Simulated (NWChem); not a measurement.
# C2HClF2 (SMILES FC(F)=CCl): M06-2X/6-31G(d) (spherical functions)

Aim: the energy change on altering one bond length of C2HClF2 at M06-2X/6-31G* (spherical functions), from 2 runs. 

The calculation is run with NWChem 7.3.0.

1 further run of the same task is left out (set aside as unsound or not needed). Runs told in other sessions of the task aren't counted.

### 1 Starting point

C2HClF2: 6 atoms, total charge 0, spin state singlet. As SMILES, `FC(F)=CCl`. Geometry: relaxed at PBE0-D4/def2-TZVP.

Bond lengths: F1–C2 1.312 Å, C2–F3 1.305 Å, C2–C4 1.321 Å, C4–Cl5 1.706 Å, C4–H6 1.079 Å. Angles: F1–C2–F3 111.1°, F1–C2–C4 123.1°, F3–C2–C4 125.8°, C2–C4–Cl5 122.3°, C2–C4–H6 120.1°, Cl5–C4–H6 117.5°.

### 2 Energy and forces at M06-2X/6-31G(d) (spherical functions)

Contents of run.py:

```python
from ase import Atoms
from ase.calculators.nwchem import NWChem

molecule = Atoms(['F', 'C', 'F', 'C', 'Cl', 'H'], positions=[
    [0.901010, -0.810380, 1.342040],
    [0.267650, -0.562200, 0.220370],
    [0.192510, -1.632620, -0.522730],
    [-0.218360, 0.626770, -0.086550],
    [-1.039010, 0.926430, -1.552100],
    [-0.103800, 1.452000, 0.598970],
])

calc = NWChem(
    label='calc',
    theory='dft',
    memory='2200 mb',
    basis='6-31G*',
    basispar='spherical bse',
    dft={'xc': 'm06-2x', 'mult': '1', 'grid': 'xfine', 'convergence': 'energy 1e-08', 'iterations': '100', 'mulliken': None},
)
molecule.calc = calc

forces = molecule.get_forces()
e = molecule.get_potential_energy()
print(f"E = {e:.6f} eV")
print("forces (eV/A):")
for s, f in zip(molecule.symbols, forces):
    print(f"{s:2s} {f[0]:10.5f} {f[1]:10.5f} {f[2]:10.5f}")
print("dipole (e A):", molecule.get_dipole_moment().round(4))
```

Launch:

```console
$ export ASE_NWCHEM_COMMAND="nwchem PREFIX.nwi > PREFIX.nwo"
$ python run.py
```

Standard output:

```text
E = -20041.471889 eV
forces (eV/A):
F     0.11025   -0.00684    0.21551
C     0.01234    0.05374    0.05415
F    -0.05420   -0.21608   -0.22759
C     0.11272    0.10058    0.28004
Cl   -0.18697    0.04217   -0.34833
H     0.00586    0.02643    0.02623
dipole (e A): [0.0586 0.114  0.1797]
```

The calculator wrote calc.nwi:

```
title "calc"

permanent_dir calc

scratch_dir calc

start calc

geometry units angstrom nocenter noautosym noautoz
  F  9.0100999999999998e-01 -8.1037999999999999e-01 1.3420399999999999e+00
  C  2.6765000000000000e-01 -5.6220000000000003e-01 2.2037000000000001e-01
  F  1.9250999999999999e-01 -1.6326200000000000e+00 -5.2273000000000003e-01
  C  -2.1836000000000000e-01 6.2677000000000005e-01 -8.6550000000000002e-02
  Cl -1.0390100000000000e+00 9.2642999999999998e-01 -1.5521000000000000e+00
  H  -1.0380000000000000e-01 1.4520000000000000e+00 5.9897000000000000e-01
end

memory 2200 mb

basis spherical bse noprint
   * library 6-31G*
end

dft
  xc m06-2x
  mult 1
  grid xfine
  convergence energy 1e-08
  iterations 100
  mulliken
end

task dft gradient
```

calc.nwo, cut to the lines that bear on the results:

```text
[...]
         Total DFT energy =     -736.510513312313
[...]
  wavefunction    = closed shell
                         DFT ENERGY GRADIENTS
    atom               coordinates                        gradient
                 x          y          z           x          y          z
   1 F       1.702662  -1.531396   2.536088   -0.002144   0.000133  -0.004191
   2 C       0.505785  -1.062404   0.416439   -0.000240  -0.001045  -0.001053
   3 F       0.363791  -3.085204  -0.987816    0.001054   0.004202   0.004426
   4 C      -0.412641   1.184424  -0.163556   -0.002192  -0.001956  -0.005446
   5 Cl     -1.963444   1.750699  -2.933044    0.003636  -0.000820   0.006774
   6 H      -0.196154   2.743882   1.131889   -0.000114  -0.000514  -0.000510
[...]
```

It took 60 s on 1 thread of Intel Xeon Platinum 8259CL at 2.50GHz (Skylake/Cascade Lake), shared host; peak memory 0.13 GiB.

### 3 The distorted shape: a single-point energy at M06-2X/6-31G(d) (spherical functions)

Contents of c2hclf2.nw:

```
START c2hclf2
TITLE "C2HClF2 energy"
memory stack 880 mb heap 220 mb global 1100 mb
GEOMETRY units angstroms noautosym nocenter noautoz
  F     0.973904   -0.988707    1.388073
  C     0.340544   -0.740527    0.266403
  F     0.265404   -1.810947   -0.476697
  C    -0.218360    0.626770   -0.086550
  Cl   -1.039010    0.926430   -1.552100
  H    -0.103800    1.452000    0.598970
END
BASIS spherical bse
  * library 6-31G*
END
DFT
  xc m06-2x
  grid xfine
  convergence energy 1e-08
  maxiter 100
  mulliken
  print low
END
TASK dft energy
```

Launch:

```console
$ nwchem c2hclf2.nw > c2hclf2.out
```

Standard output:

```text
[...]
 d= 0,ls=0.0,diis     1   -736.3494343951 -9.42D+02  1.58D-02  1.02D+00     6.2
[...]
 d= 0,ls=0.0,diis    10   -736.4777602932 -5.84D-09  2.29D-06  2.15D-08    57.5
         Total DFT energy =     -736.477760293191
      One electron energy =    -1425.902744094319
           Coulomb energy =      543.611570736193
    Exchange-Corr. energy =      -60.193031344603
 Nuclear repulsion energy =      206.006444409538
[...]
      Total Density - Mulliken Population Analysis
     ---------------------------------------------
    Atom       Charge   Shell Charges
 -----------   ------   -------------------------------------------------------
    1 F    9     9.26   2.00  0.94  3.29  1.02  1.99  0.02
    2 C    6     5.34   2.00  0.67  1.79  0.31  0.45  0.11
    3 F    9     9.25   2.00  0.94  3.29  1.02  1.98  0.02
    4 C    6     6.42   2.00  0.66  1.96  0.63  1.14  0.04
    5 Cl  17    16.96   2.00  2.00  5.98  1.39  3.59  0.53  1.43  0.04
    6 H    1     0.76   0.51  0.25
[...]
```

Run time: 58 s. Hardware: 1 thread of Intel Xeon Platinum 8259CL at 2.50GHz (Skylake/Cascade Lake), shared host; peak memory 0.13 GiB.

### 4 What came out

Level: M06-2X/6-31G* (spherical functions).

| quantity | value |
| --- | --- |
| first shape: total energy | -736.51051 Eh |
| first shape: dipole moment | 1.06 D |
| first shape: HOMO energy | -8.48 eV |
| first shape: LUMO energy | 1.57 eV |
| first shape: HOMO–LUMO gap | 10.05 eV |
| first shape: largest force on an atom | 0.398 eV/Å |
| distorted shape: total energy | -736.47776 Eh |
| energy change with the C2–C4 bond stretched from 1.321 to 1.519 Å | 0.891 eV |

**Reading.** With the C2–C4 bond stretched from 1.321 to 1.519 Å the energy rises by 0.89 eV (86.0 kJ/mol). The first shape isn't relaxed at this level, so the change isn't measured from a minimum. The largest force (first shape) is 0.40 eV/Å: the shape isn't a stationary point for this species at this level. Mulliken charges (first shape) run from -0.44 on C4 to +0.72 on C2; they depend strongly on the basis.
